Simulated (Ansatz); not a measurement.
Counterpoise correction, worked out

The pair of H2O (SMILES O, atoms 1–3) and SiH4 (SMILES [SiH4], atoms 4–8), both closed shells, in one local arrangement (a lower one may exist), relaxed at PBE0-D4/def2-TZVP:

```xyz
8
angstrom
O -0.5203 -0.3509 -1.7693
H -0.8538 0.4832 -2.1083
H 0.3129 -0.4931 -2.2247
Si 0.2037 0.0659 1.2022
H -1.2082 -0.3770 1.1327
H 0.5712 0.2589 2.6329
H 0.3811 1.3671 0.5089
H 1.1134 -0.9541 0.6256
```

Computed with Ansatz 0.2.0 (basis: def2-TZVPPD); correlated methods freeze the cores.

CCSD(T) total energies in eV:

| system | geometry | basis functions | energy |
| --- | --- | --- | --- |
| pair | pair | all | -10007.78661 |
| H2O | as in the pair | all (partner as ghosts) | -2077.34262 |
| SiH4 | as in the pair | all (partner as ghosts) | -7930.38673 |
| H2O | as in the pair | its own | -2077.33542 |
| SiH4 | as in the pair | its own | -7930.37994 |
| H2O | free (PBE0-D4 minimum) | its own | -2077.33565 |
| SiH4 | free (PBE0-D4 minimum) | its own | -7930.38537 |

**Question.** Work out the interaction energy with and without the counterpoise correction, the superposition error, and the binding energy from the relaxed fragments.

**Answer.** Without correction: -10007.78661 − (-2077.33542) − (-7930.37994) = -0.07125 eV.
With correction (each fragment in the whole basis): -10007.78661 − (-2077.34262) − (-7930.38673) = -0.05726 eV = -1.32 kcal/mol.
The superposition error is the difference, 0.01399 eV, 20 % of the uncorrected value: each fragment borrows its partner's functions.
Deformation from the free shapes: 0.00023 eV for H2O and 0.00543 eV for SiH4.
Binding energy from relaxed fragments: -0.05726 + 0.00023 + 0.00543 = -0.05160 eV = -1.19 kcal/mol (electronic, without zero-point energy; negative means bound). For comparison, the corrected interaction energy by CCSD(T) at an estimated basis limit (MP2 extrapolated from triple and quadruple zeta, plus CCSD(T) − MP2 in triple zeta) is -0.069 eV; triple zeta with the correction binds less.

No T1 diagnostic of these runs exceeds 0.011.

For scale, one of the runs: CCSD(T)/def2-TZVPPD, 190 basis functions, launched by `ansatz run in.yaml --threads 2 --pin off --events-out ev --progress --plain --max-ram 5222MiB`. Hardware: 2 CPU threads of an Arm Neoverse V1, shared host. Wall time 30 s; peak host memory 1.9 GiB.
